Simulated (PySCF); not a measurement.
**Relaxation of triplet H2S**

Method: PySCF, UPBE0, basis S def2-TZVP, H def2-TZVP (no relativity, density fitting). A (50,194) grid was used.

A hand-made bent start, of C2v symmetry, held to at least that symmetry:

Coordinates in bohr (charge 0 multiplicity 3):
```
S     0.0000    0.0000   -0.0868
H     2.0898    0.0000    1.3764
H    -2.0898    0.0000    1.3764
```

At each step, columns x, y, z (Å) and Fx, Fy, Fz (eV/Å):

```
step 0  E − E(last) = 129.45 kJ/mol
S    0.000   0.000  -0.046   0.000   0.000  -2.136
H    1.106   0.000   0.728   3.518   0.000   1.068
H   -1.106   0.000   0.728  -3.518   0.000   1.068
step 1  E − E(last) = 47.25 kJ/mol
S    0.000   0.000   0.006   0.000   0.000   0.577
H    1.283   0.000   0.703   1.500   0.000  -0.288
H   -1.283   0.000   0.703  -1.500   0.000  -0.288
step 2  E − E(last) = 8.58 kJ/mol
S    0.000   0.000   0.143   0.000   0.000   0.914
H    1.504   0.000   0.634  -0.487   0.000  -0.457
H   -1.504   0.000   0.634   0.487   0.000  -0.457
step 3  E − E(last) = 6.25 kJ/mol
S    0.000   0.000   0.159   0.000   0.000   0.778
H    1.499   0.000   0.626  -0.405   0.000  -0.389
H   -1.499   0.000   0.626   0.405   0.000  -0.389
step 4  E − E(last) = 0.18 kJ/mol
S    0.000   0.000   0.248   0.000   0.000   0.087
H    1.480   0.000   0.582   0.049   0.000  -0.044
H   -1.480   0.000   0.582  -0.049   0.000  -0.044
step 5  E − E(last) = 0.01 kJ/mol
S    0.000   0.000   0.266   0.000   0.000   0.024
H    1.491   0.000   0.572  -0.025   0.000  -0.012
H   -1.491   0.000   0.572   0.025   0.000  -0.012
step 6  E − E(last) = 0.00 kJ/mol
S    0.000   0.000   0.269   0.000   0.000   0.001
H    1.489   0.000   0.571   0.000   0.000  -0.001
H   -1.489   0.000   0.571   0.000   0.000  -0.001
```

It ends at C2v with S–H 1.519 Å (×2); H–S–H 157.1°. A frequency run shows 1 imaginary mode, down to 147i cm⁻¹, so it is a saddle point.

At this level a singlet minimum of C2v symmetry lies 405 kJ/mol below this structure.

The relaxation took roughly 10 core-seconds on a shared host.
